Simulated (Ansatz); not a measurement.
# ScBiF3: from a trial structure to a relaxed crystal

Computed with Ansatz, DFT PBE, scalar-relativistic, plane waves, PAW.

The start puts ScBiF3 on the cubic perovskite structure type (Pm-3m, No. 221), with Sc in place of Sr, Bi in place of Ti, F in place of O, at a guessed volume.

The final relaxation ran on this input, with the default PAW datasets:

```yaml
crystal:
  lattice:
    - [4.7424801485, 0.0, 0.0]
    - [0.0, 4.7424801485, 0.0]
    - [0.0, 0.0, 4.7424801485]
  atoms:
    - { symbol: Sc, position: [0.0, 0.0, 0.0] }
    - { symbol: Bi, position: [0.5, 0.5, 0.5] }
    - { symbol: F, position: [0.0, 0.5, 0.5] }
    - { symbol: F, position: [0.5, 0.0, 0.5] }
    - { symbol: F, position: [0.5, 0.5, 0.0] }
basis:
  ecutwfc: 420
kpoints:
  mp_grid: { grid: [8, 8, 8] }
hamiltonian:
  xc: pbe
scf:
  occupations: { method: gaussian, width: 0.1 }
output:
  forces: true
  stress: true
  eigenvalues: true
relax:
  adjacent_minimum: "off"
  f_tol: 0.01
  max_steps: 80
  cell: { stress_tol: 0.05 }
```

Launched as:

```bash
ansatz run input.yaml --threads 1 --pin off --max-ram 2560MiB --backend cpu --events-out ev --progress --plain --runs-dir out
```

Time: 15 s on 1 thread of Arm Neoverse V2, with other jobs on the host, peak memory 0.41 GiB.

The program printed at the end:

```
SCF converged after 6 iterations
Free energy (F): -16955.527740 eV
Harris-Foulkes:  -16955.527740 eV  (|F-HF|=1.09e-11)
Internal energy: -16955.491198 eV  (E = F + TS)
E sigma→0 (E₀):  -16955.509469 eV
Entropy (-TS):   -0.036542 eV (-7.308 meV/atom)
Fermi energy:    7.132049 eV
--- Per-component energies (eV) ---
  E_band       = -473.624393
  E_kinetic    = 1174.487257
  E_local      = -4656.593400  (includes V_loc(G=0)·N_el)
  E_nonlocal   = 869.115000
  E_hartree    = 1657.790293
  E_xc         = -492.908735
  E_vxc        = -576.864972  (∫ρ·V_xc dr)
  E_paw        = -12218.766840  (= ΣΔE_a)
  E_vpaw       = -599.354574  (= ΣTr[D̂ρ^β])
  E_aug_tail   = 0.005727  (compensation charges beyond the density's cutoff)
  E_ewald      = -3288.620499
  E_smearing   = -0.036542  (= −TS)
  E_closure    =  0.000000  (closes the sum)
  Σ components = -16955.527740   (vs F -16955.527740, Δ=0.00e0)
--- Forces (eV/Å), atoms counted from 1 ---
  atom   1  Sc     0.00000000     0.00000000     0.00000000
  atom   2  Bi     0.00000000     0.00000000     0.00000000
  atom   3  F      0.00000000     0.00000000     0.00000000
  atom   4  F      0.00000000     0.00000000     0.00000000
  atom   5  F      0.00000000     0.00000000     0.00000000
  max |Σ_I F_I| component: 2.08e-29 eV/Å
--- Stress (GPa, compression-positive) ---
        0.033818       0.000000       0.000000
        0.000000       0.033818       0.000000
        0.000000       0.000000       0.033818
  P = ⅓ Tr σ = 0.0338 GPa (0.338 kbar)
--- Relaxed structure (2 steps of the walk, 2 accepted, 1 SCFs on fresh bases) ---
  F+E_penalty+E_count = -16955.52773953 eV   max|allowed force component| = 3.790e-29 eV/Å   (the final SCF, on the basis selected at the relaxed cell)
  cell:  # Å, volume = 106.3767 Å³
    - [4.738223, 0.000000, 0.000000]
    - [0.000000, 4.738223, 0.0]
    - [0.000000, 0.0, 4.738223]
  atoms:
    - { symbol: Sc, position: [0.000000, 0.000000, 0.000000] }
    - { symbol: Bi, position: [0.5, 0.5, 0.5] }
    - { symbol: F, position: [0.000000, 0.5, 0.5] }
    - { symbol: F, position: [0.5, 0.000000, 0.5] }
    - { symbol: F, position: [0.5, 0.5, 0.000000] }
```

Total energies depend on the potentials used, so only differences within one code and one set of settings carry meaning.

The result has space group Pm-3m (No. 221). Around Sc lie 12 F at 3.35 Å; Bi is coordinated by 6 F at 2.37 Å; F is coordinated by 2 Bi at 2.37 Å.

Against the elements it lies at -1.27 eV/atom. Energies over the elements count from the elements' standard structures at the same level (F₂ as a molecule), with no empirical corrections.

The k mesh leaves about 4 meV/atom of noise in metals. Spin–orbit coupling is left out.

Symmetry constrained the relaxation, so the result can be a saddle point.